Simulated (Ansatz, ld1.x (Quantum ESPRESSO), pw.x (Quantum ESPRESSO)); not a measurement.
# pw.x on diamond Co: one setting changed

Potential: PAW, ld1.x (Quantum ESPRESSO) 7.5, PBEsol; core [Ar], reference 3d8 4s1 4p0; waves: 4s (bound): rcut 1.45, rcutus 2.00 bohr; 4s channel at 1.1 Ry: rcut 1.45, rcutus 2.00 bohr; 4p (bound, empty): rcut 1.95, rcutus 2.50 bohr; 4p channel at 0.25 Ry: rcut 1.95, rcutus 2.50 bohr; 3d (bound): rcut 1.25, rcutus 1.75 bohr; 3d channel at 1.65 Ry: rcut 1.25, rcutus 1.75 bohr; local part: all-electron potential smoothed inside 2.15 bohr (lloc = -1); core correction: none; augmentation: PSQ, inside the norm-conserving radii.

The reference run (k-mesh 9³, cutoffs 70/560 Ry, Fermi–Dirac 0.01 Ry, mixing_beta 0.4, conv_thr 1e-9, no spin) gives 1.74 GPa at 14.290 Å³/atom, where all-electron LAPW gives -0.16 GPa. This run, with its own iteration cap, changes conv_thr to 1e-06.

```
&control
  calculation='scf', prefix='x', pseudo_dir='./', outdir='./tmp', tstress=.true., disk_io='none'
/
&system
  ibrav=0, nat=2, ntyp=1, ecutwfc=70, ecutrho=560, nbnd=17,
  occupations='smearing', smearing='fd', degauss=0.01
/
&electrons
  conv_thr=1e-06, mixing_beta=0.4, electron_maxstep=50
/
ATOMIC_SPECIES
Co 1.0 Co.UPF
CELL_PARAMETERS angstrom
  0.00000000 2.42667012 2.42667012
  2.42667012 0.00000000 2.42667012
  2.42667012 2.42667012 0.00000000
ATOMIC_POSITIONS crystal
Co 0.0000 0.0000 0.0000
Co 0.2500 0.2500 0.2500
K_POINTS automatic
9 9 9 0 0 0
```

```bash
pw.x < Co.scf.in > Co.scf.out
```

Q: How does the run end?

A: It converges in 9 iterations; the free energy moves by +0.0 meV/atom and the pressure by +0.11 GPa.

```
Message from routine setup:
     using ibrav=0 with symmetry is DISCOURAGED, use correct ibrav instead
     lattice parameter (alat)  =       6.4852  a.u.
     unit-cell volume          =     192.8674 (a.u.)^3
     number of electrons       =        18.00
     number of Kohn-Sham states=           17
     kinetic-energy cutoff     =      70.0000  Ry
     charge density cutoff     =     560.0000  Ry
     scf convergence threshold =      1.0E-06
     Exchange-correlation= SLA  PW   PSX  PSC
     number of k points=    35  Fermi-Dirac smearing, width (Ry)=  0.0100
     iteration #  1     ecut=    70.00 Ry     beta= 0.40
     total energy              =    -319.16512315 Ry
     estimated scf accuracy    <       0.60659456 Ry
     iteration #  2     ecut=    70.00 Ry     beta= 0.40
     total energy              =    -319.32859731 Ry
     estimated scf accuracy    <       0.21034418 Ry
     iteration #  3     ecut=    70.00 Ry     beta= 0.40
     total energy              =    -319.36833630 Ry
     estimated scf accuracy    <       0.00262561 Ry
     iteration #  4     ecut=    70.00 Ry     beta= 0.40
     c_bands:  1 eigenvalues not converged
     c_bands:  1 eigenvalues not converged
     total energy              =    -319.37455552 Ry
     estimated scf accuracy    <       0.00044591 Ry
     iteration #  5     ecut=    70.00 Ry     beta= 0.40
     c_bands:  1 eigenvalues not converged
     total energy              =    -319.37455173 Ry
     estimated scf accuracy    <       0.00052385 Ry
     iteration #  6     ecut=    70.00 Ry     beta= 0.40
     total energy              =    -319.37454932 Ry
     estimated scf accuracy    <       0.00006781 Ry
     iteration #  7     ecut=    70.00 Ry     beta= 0.40
     total energy              =    -319.37456391 Ry
     estimated scf accuracy    <       0.00002899 Ry
     iteration #  8     ecut=    70.00 Ry     beta= 0.40
     total energy              =    -319.37456402 Ry
     estimated scf accuracy    <       0.00000642 Ry
     iteration #  9     ecut=    70.00 Ry     beta= 0.40
     the Fermi energy is     9.3117 ev
!    total energy              =    -319.37456505 Ry
     estimated scf accuracy    <       0.00000027 Ry
     smearing contrib. (-TS)   =      -0.01737710 Ry
     The total energy is F=E-TS. E is the sum of the following terms:
     one-electron contribution =     -28.39934571 Ry
     hartree contribution      =      37.30628565 Ry
     xc contribution           =     -21.35789839 Ry
     ewald contribution        =     -95.14941072 Ry
     one-center paw contrib.   =    -211.75681876 Ry
     convergence has been achieved in   9 iterations
          total   stress  (Ry/bohr**3)                   (kbar)     P=       18.56
     Message from routine punch:
     Nothing written, as per user request (disk_io='none')
```

The run took about 31 s on one core of a shared host (Neoverse-V1, 32 threads, 247 GiB, load 11).
